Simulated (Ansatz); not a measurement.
Species: CCl3, charge 0, doublet. CCl3 (SMILES Cl[C](Cl)Cl, doublet).
B3LYP-D3(BJ)/def2-TZVP minimum from Ansatz (a quantum-chemistry and plane-wave program):
```xyz
4

C     -0.0036     0.0008     0.2630
Cl    -0.0098     1.6900    -0.0363
Cl     1.4691    -0.8362    -0.0083
Cl    -1.4580    -0.8541    -0.0482
```
Charge 0, spin multiplicity 2.

Quantity: atomisation energy (electronic, to ground-state atoms), in kcal/mol. Open shells are spin-unrestricted; no spin-orbit coupling. CBS(X,Y): correlation extrapolated as X^-3, Hartree-Fock from the larger set. A bracket is a step between two methods taken in the basis named. Functionals run without relativity, which enters their misses. Double hybrids freeze cores in their MP2 part. 'core' is core correlation in cc-pwCVTZ (1s frozen past Ne), 'X2C' scalar relativity in cc-pVTZ-DK, both at CCSD(T).

CCSD(T)/CBS(cc-pV(T+d)Z,cc-pV(Q+d)Z) + [CCSDT(Q) - CCSD(T)]/cc-pV(D+d)Z + core + X2C (Ansatz) gives 245.3 kcal/mol.

**Question.** How far off this value is PBE/def2-TZVPD (Ansatz), in which direction, and which of these levels come nearer: r2SCAN/def2-TZVPD, B3LYP/def2-TZVPD, PBE0/def2-TZVPD, wB97M-V/def2-TZVPD, B2PLYP/def2-TZVPD, CCSD(T)/CBS(cc-pV(T+d)Z,cc-pV(Q+d)Z) + core + X2C?

**Answer.** PBE gives 266.4 kcal/mol, 21.1 kcal/mol above it. Differences of the others: r2SCAN/def2-TZVPD (Ansatz) 9.6; B3LYP/def2-TZVPD (Ansatz) -8.5; PBE0/def2-TZVPD (Ansatz) 8.7; wB97M-V/def2-TZVPD (Ansatz) 2.4; B2PLYP/def2-TZVPD (Ansatz) -6.3; CCSD(T)/CBS(cc-pV(T+d)Z,cc-pV(Q+d)Z) + core + X2C (Ansatz) -0.5 kcal/mol. Nearer than PBE: r2SCAN/def2-TZVPD, B3LYP/def2-TZVPD, PBE0/def2-TZVPD, wB97M-V/def2-TZVPD, B2PLYP/def2-TZVPD, CCSD(T)/CBS(cc-pV(T+d)Z,cc-pV(Q+d)Z) + core + X2C.
